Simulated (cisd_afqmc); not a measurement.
Input (AFQMC/CISD/aug-cc-pVDZ; cisd_afqmc is a phaseless AFQMC code with CISD trial states that reads the integrals written by Ansatz):

Ansatz 0.2 input:
```python
import cisd_afqmc

open("ham.yaml", "w").write("""\
crystal:
  periodic: [false, false, false]
  atoms:
    - {symbol: C, position_ang: [0.00000000, 0.00000000, 0.00000000]}
    - {symbol: H, position_ang: [1.07731727, 0.00000000, 0.00000000]}
    - {symbol: H, position_ang: [-0.53865863, 0.93298412, 0.00000000]}
    - {symbol: H, position_ang: [-0.53865863, -0.93298412, 0.00000000]}
basis:
  gaussian:
    orbitals: aug-cc-pVDZ
magnetization: {spin_polarized: true, initial_magnetization: 1}
correlation: {method: ccsd, electrons: outside_noble_gas, hamiltonian_folder: ham}
""")
rep = cisd_afqmc.ansatz("ham.yaml")
e_ccsd = rep["correlation"]["coupled_cluster"]["energy"]["hartree"]
out = cisd_afqmc.run("ham", e_ccsd, trial="CISD", walkers=200, populations=8, threads=8, dt=0.005, steps=40, early=24, settle=10, least=32,
    cut=5e-5, rank_cut=2e-4, target=0.0004, seconds=1500, seed=1, memory=17280, gpu=False)
```

Output:

```
orbitals 49, occupied [4, 3], factors 267 of 489, rank of the doubles 125 of 318
E(HF) = -39.565804
E(CCSD) on the cut factors = -39.720917, shift to the whole factors -0.000015
Energy of the trial state on the determinant = -39.720872
  tau behind 7.2 of longer steps, mean of the populations' last blocks
   2.0  -39.72471
   4.0  -39.72501
   6.0  -39.72481
   8.0  -39.72474
blocks 264 (3 outliers left out), error by blocks joined: 1: 0.00006, 2: 0.00008, 4: 0.00009, 8: 0.00010, 16: 0.00011
E(AFQMC/CISD) = -39.72484 +/- 0.00011
```
